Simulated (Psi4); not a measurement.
# CH5Al (SMILES [CH3][AlH2]) at MP2/def2-TZVP (density fitting, density fitting for correlation, sweep point 3)

What is the energy change on altering one bond length of CH5Al at MP2/def2-TZVP (density fitting, density fitting for correlation, sweep point 3)? 

The results are computed with Psi4 1.11.

### Step 1. Starting point

CH5Al has 7 atoms, charge 0, and is taken as a singlet. SMILES: `[CH3][AlH2]`. The coordinates come from a PBE0-D4/def2-TZVP relaxation.

Bond lengths: C1–Al2 1.950 Å, C1–H3 1.093 Å, C1–H4 1.097 Å, C1–H5 1.093 Å, Al2–H6 1.590 Å, Al2–H7 1.590 Å. Angles: C1–Al2–H6 120.6°, C1–Al2–H7 120.6°, Al2–C1–H3 112.6°, Al2–C1–H4 109.5°, Al2–C1–H5 112.5°, H6–Al2–H7 118.8°, H3–C1–H4 106.7°, H3–C1–H5 108.6°, H4–C1–H5 106.6°.

### Step 2. A single-point energy at MP2/def2-TZVP (density fitting, density fitting for correlation, sweep point 3)

Input file ch5al.inp:

```
memory 1.6 GB

molecule {
  0 1
  C     -0.448500    -0.695600    -0.355500
  Al     0.562900     0.778300     0.424700
  H     -1.063100    -1.219600     0.380800
  H     -1.134400    -0.306400    -1.118200
  H      0.193400    -1.425500    -0.855600
  H      0.016000     1.549300     1.703400
  H      1.934800     1.251600    -0.225400
  symmetry c1
}

set {
  basis           def2-TZVP
  reference       rhf
  puream          true
  scf_type        df
  num_frozen_docc 6
}

e_tot, wfn = energy("mp2", return_wfn=True)
```

Launch:

```
$ psi4 -n 1 ch5al.inp ch5al.out
```

ch5al.out, shortened:

```text
[...]
  Running in c1 symmetry.
[...]
  Nuclear repulsion =   50.618451726653156
[...]
  Multiplicity = 1
[...]
  Nalpha       = 12
  Nbeta        = 12
[...]
    Number of basis functions: 98
[...]
   @DF-RHF iter   1:  -282.61344154984340   -7.33130e-01   4.17505e-03 ADIIS/DIIS
[...]
   @DF-RHF iter  10:  -282.70344381091132   -1.59162e-11   5.87995e-09 DIIS
[...]
    Orbital Energies [Eh]
    ---------------------
    Doubly Occupied:
       1A    -58.458260     2A    -11.193006     3A     -4.875540
       4A     -3.190951     5A     -3.188220     6A     -3.188006
       7A     -0.921189     8A     -0.548312     9A     -0.545094
      10A     -0.540014    11A     -0.419980    12A     -0.410145
[...]
  @DF-RHF Final Energy:  -282.70344381091132
   => Energetics <=
    Nuclear Repulsion Energy =             50.6184517266531557
    One-Electron Energy =                -491.6863594142656098
    Two-Electron Energy =                 158.3644638767011088
    Total Energy =                       -282.7034438109113239
[...]
 Multipole Moments:
 ------------------------------------------------------------------------------------
     Multipole            Electronic (a.u.)      Nuclear  (a.u.)        Total (a.u.)
 ------------------------------------------------------------------------------------
 L = 1.  Multiply by 2.5417464519 to convert [e a0] to [Debye]
 Dipole X            :          1.2707787           -1.4049734           -0.1341948
 Dipole Y            :          1.7216224           -1.9307177           -0.2090953
 Dipole Z            :          1.0050720           -1.1061640           -0.1010921
 Magnitude           :                                                    0.2682325
[...]
```

Wall time 3.3 s (1 thread of Intel Xeon Platinum 8259CL at 2.50GHz (Skylake/Cascade Lake), shared host); peak memory 0.22 GiB.

### Step 3. The distorted shape at the same level

Input file ch5al.in:

```
memory 1.6 GB

molecule geom {
  C     -0.311339    -0.773429    -0.202981
  Al     0.700061     0.700471     0.577219
  H     -0.925939    -1.297429     0.533319
  H     -1.134400    -0.306400    -1.118200
  H      0.330561    -1.503329    -0.703081
  H      0.153161     1.471471     1.855919
  H      2.071961     1.173771    -0.072881
  symmetry c1
}

set basis def2-TZVP
set puream true
set scf_type df
set num_frozen_docc 6

energy('mp2')
```

Launch:

```
$ psi4 -i ch5al.in -o ch5al.out -n 1
```

ch5al.out, shortened:

```text
[...]
  Running in c1 symmetry.
[...]
  Nuclear repulsion =   49.912739190483535
[...]
  Multiplicity = 1
[...]
  Nalpha       = 12
  Nbeta        = 12
[...]
    Number of basis functions: 98
[...]
   @DF-RHF iter   1:  -282.59202699952266   -8.11881e-01   4.02646e-03 DIIS/ADIIS
[...]
   @DF-RHF iter  10:  -282.68191606502023   -3.54134e-11   7.20719e-09 DIIS
[...]
    Orbital Energies [Eh]
    ---------------------
    Doubly Occupied:
       1A    -58.460169     2A    -11.218100     3A     -4.877303
       4A     -3.192745     5A     -3.190010     6A     -3.189807
       7A     -0.903825     8A     -0.550382     9A     -0.550175
      10A     -0.499233    11A     -0.421063    12A     -0.411149
[...]
  @DF-RHF Final Energy:  -282.68191606502023
   => Energetics <=
    Nuclear Repulsion Energy =             49.9127391904835349
    One-Electron Energy =                -490.2613844129078871
    Two-Electron Energy =                 157.6667291574041769
    Total Energy =                       -282.6819160650201752
[...]
 Multipole Moments:
 ------------------------------------------------------------------------------------
     Multipole            Electronic (a.u.)      Nuclear  (a.u.)        Total (a.u.)
 ------------------------------------------------------------------------------------
 L = 1.  Multiply by 2.5417464519 to convert [e a0] to [Debye]
 Dipole X            :          1.4467250           -1.5217507           -0.0750258
 Dipole Y            :          1.6253500           -1.8644550           -0.2391051
 Dipole Z            :          1.2001368           -1.2360169           -0.0358802
 Magnitude           :                                                    0.2531551
[...]
```

Wall time 3 s (1 thread of Intel Xeon Platinum 8259CL at 2.50GHz (Skylake/Cascade Lake), shared host); peak memory 0.22 GiB.

### Step 4. Summary of results

Level: MP2/def2-TZVP (density fitting, density fitting for correlation, sweep point 3), 6 core orbitals frozen.

| quantity | value |
| --- | --- |
| first shape: total energy | -282.95890 Eh |
| first shape: HOMO energy (Hartree–Fock orbitals) | -11.16 eV |
| first shape: LUMO energy (Hartree–Fock orbitals) | 1.33 eV |
| first shape: HOMO–LUMO gap (Hartree–Fock orbitals) | 12.49 eV |
| first shape: correlation energy (6 core orbitals frozen) | -255.5 mEh |
| distorted shape: total energy | -282.93893 Eh |
| distorted shape: HOMO energy (Hartree–Fock orbitals) | -11.19 eV |
| distorted shape: LUMO energy (Hartree–Fock orbitals) | 1.32 eV |
| distorted shape: HOMO–LUMO gap (Hartree–Fock orbitals) | 12.50 eV |
| distorted shape: correlation energy (6 core orbitals frozen) | -257.0 mEh |
| energy change with the C1–H4 bond stretched from 1.097 to 1.316 Å | 0.543 eV |

What this shows: With the C1–H4 bond stretched from 1.097 to 1.316 Å the energy rises by 0.54 eV (12.5 kcal/mol). The first shape isn't relaxed at this level, so the change isn't measured from a minimum.
